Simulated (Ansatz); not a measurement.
Basis-set extrapolation for `C=CC=CC=N` (PBE0-D4/def2-TZVP geometry, frozen core, Ansatz). Multiplicity 1, RHF reference.

|  | def2-TZVPP | def2-QZVPP |
| --- | --- | --- |
| HF | -247.908385 | -247.919539 |
| MP2 correlation | -0.997754 | -1.062464 |
| CCSD(T) correlation | -1.088124 | not run |

Energies in hartree. Use E(X) = E(∞) + A·exp(−7.88·√X) for Hartree–Fock and E(X) = E(∞) + B·X^(−2.97) for correlation, with X = 3 and 4, and add CCSD(T) minus MP2 of the smaller set to the MP2 limit.

Problem. What is the CCSD(T) energy at the basis-set limit?

Solution. HF limit: -247.919539 + (-0.011154) × 0.13774 = -247.92108. MP2 limit: -1.062464 + (-0.064710) × 0.74074 = -1.11040. Higher-order term: -1.088124 − (-0.997754) = -0.09037. Total: -249.12185 hartree, 3.41 eV below CCSD(T)/def2-TZVPP.
